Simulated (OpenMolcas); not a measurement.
# USlater/jul-cc-pV(D+d)Z run of CClF2 (chlorodifluoromethyl radical)

Aim: the energy difference between two shapes of CClF2 (chlorodifluoromethyl radical) at USlater/jul-cc-pV(D+d)Z, from 2 runs. 

The calculation is run with OpenMolcas 26.06.

2 further runs of the same task are left out: 2 set aside as unsound or not needed.

### Step 1. Starting point

CClF2: 4 atoms, total charge 0, spin state doublet. As SMILES, `F[C](F)Cl`. The shape is that of a PBE0-D4/def2-TZVP optimisation.

Bond lengths: F1–C2 1.315 Å, C2–F3 1.315 Å, C2–Cl4 1.719 Å. Angles: F1–C2–F3 110.6°, F1–C2–Cl4 114.1°, F3–C2–Cl4 114.1°.

### Step 2. A single-point energy at USlater/jul-cc-pV(D+d)Z

Contents of mol.input:

```
&GATEWAY
BasLib
$CurrDir
BasisSet
F.jul-cc-pVDpdZ....
F1 0.026200 0.169300 1.294600 angstrom
F3 0.573000 -1.160700 -0.318600 angstrom
End of Basis
BasisSet
C.jul-cc-pVDpdZ....
C2 -0.230600 -0.190200 0.056400 angstrom
End of Basis
BasisSet
Cl.jul-cc-pVDpdZ....
Cl4 -0.313000 1.121200 -1.052700 angstrom
End of Basis
&SEWARD
&SCF
UHF
Spin
2
KSDFT
HFS
PrOrbitals
0
```

The basis set jul-cc-pV(D+d)Z is read from a file made from the Basis Set Exchange's data (not shown).

Started as:

```bash
export MOLCAS_MEM=1860
pymolcas mol.input > mol.log
```

The program printed:

```text
--- Start Module: gateway ---
[...]
--- Stop Module: gateway /rc=_RC_ALL_IS_WELL_ ---
--- Start Module: seward ---
[...]
      Basis functions          101
--- Stop Module: seward /rc=_RC_ALL_IS_WELL_ ---
[...]
--- Start Module: scf ---
[...]
       Convergence after  13 Iterations
[...]
::    Total KS-DFT energy                            -691.8432318432
[...]
      Total spin, S                                     0.5010794685
[...]
      Total electronic charge=   41.000000
      Total            charge=   -0.000000
[...]
      Dipole Moment (debye):
      Origin of the operator (angstrom)=   -0.0274    0.2129   -0.2071
                   X= -7.4743E-02               Y=  1.6753E-01               Z= -1.6356E-01           Total=  2.4578E-01
      Quadrupole Moment (debye*angstrom):
[...]
--- Stop Module: scf /rc=_RC_ALL_IS_WELL_ ---
[...]
```

Wall time 23 s (1 thread of Intel Xeon Platinum 8259CL at 2.50GHz (Skylake/Cascade Lake), shared host); peak memory 0.57 GiB.

### Step 3. The distorted shape at the same level

Contents of mol.input:

```
* CClF2 Kohn-Sham DFT

&GATEWAY
 BasLib
 $CurrDir
 BasisSet
 F.jul-cc-pVDpdZ....
 F1 0.066472 0.175030 1.344644 angstrom
 F3 0.511738 -1.235252 -0.297363 angstrom
 End of Basis
 BasisSet
 C.jul-cc-pVDpdZ....
 C2 -0.113929 -0.154372 0.050405 angstrom
 End of Basis
 BasisSet
 Cl.jul-cc-pVDpdZ....
 Cl4 -0.367960 1.127827 -1.028385 angstrom
 End of Basis

&SEWARD

&SCF
 UHF
 Spin
 2
 KSDFT
 HFS
 PrOrbitals
 0
```

The basis set jul-cc-pV(D+d)Z is read from a file made from the Basis Set Exchange's data (not shown).

Started as:

```bash
export MOLCAS_MEM=1860
pymolcas mol.input > mol.log
```

The program printed:

```text
--- Start Module: gateway ---
[...]
--- Stop Module: gateway /rc=_RC_ALL_IS_WELL_ ---
--- Start Module: seward ---
[...]
      Basis functions          101
--- Stop Module: seward /rc=_RC_ALL_IS_WELL_ ---
[...]
--- Start Module: scf ---
[...]
       Convergence after  14 Iterations
[...]
::    Total KS-DFT energy                            -691.8353614839
[...]
      Total spin, S                                     0.5012003083
[...]
      Total electronic charge=   41.000000
      Total            charge=   -0.000000
[...]
      Dipole Moment (debye):
      Origin of the operator (angstrom)=   -0.0382    0.2053   -0.1820
                   X=  2.0827E-02               Y=  2.0360E-01               Z= -4.7215E-01           Total=  5.1460E-01
      Quadrupole Moment (debye*angstrom):
[...]
--- Stop Module: scf /rc=_RC_ALL_IS_WELL_ ---
[...]
```

Run time: 24 s. Hardware: 1 thread of Intel Xeon Platinum 8259CL at 2.50GHz (Skylake/Cascade Lake), shared host; peak memory 0.57 GiB.

### Step 4. Outcome

Level: USlater/jul-cc-pV(D+d)Z.

```
                                           quantity          value
                          first shape: total energy  -691.84323 Eh
                         first shape: dipole moment         0.25 D
    first shape: HOMO energy (highest over α and β)       -4.62 eV
     first shape: LUMO energy (lowest over α and β)       -2.53 eV
                                  first shape: ⟨S²⟩          0.752
                      distorted shape: total energy  -691.83536 Eh
                     distorted shape: dipole moment         0.51 D
distorted shape: HOMO energy (highest over α and β)       -3.73 eV
 distorted shape: LUMO energy (lowest over α and β)       -1.74 eV
                              distorted shape: ⟨S²⟩          0.752
             energy change with the atoms displaced       0.214 eV
```

What this shows: With the atoms displaced the energy rises by 0.21 eV (20.7 kJ/mol). The first shape isn't relaxed at this level, so the change isn't measured from a minimum. Mulliken charges (first shape) run from -0.18 on F1 to +0.32 on C2; they depend strongly on the basis.
